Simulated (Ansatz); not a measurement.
Consider the formal exchange of groups at a C–C bond: `CCCC=O` + `C=CNC` → `CN/C=C/C=O` + `CCC`.

Program: Ansatz. Geometries: PBE0-D4/def2-TZVP. ΔE: electronic, gas phase. CBS: MP2 limit from def2 TZ/QZ plus the TZ coupled-cluster correction, frozen cores. DFT in def2-TZVPP. One conformer a species, not always the lowest.

CCSD(T)/CBS gives -0.38 eV.

Problem. Another level gave -0.44 eV. Which?
A. MP2/def2-TZVPP
B. PBE0-D4/def2-TZVPP
C. CCSD/def2-TZVPP
D. r2SCAN-D4/def2-TZVPP

Solution. A. MP2/def2-TZVPP -0.44, r2SCAN-D4 -0.57, CCSD/def2-TZVPP -0.35, PBE0-D4 -0.52 eV.

Largest T1 diagnostic among the species: 0.015.

From PBE to PBE0 (25 % exact exchange), in def2-TZVPP and without D4, ΔE moves by +0.06 eV.
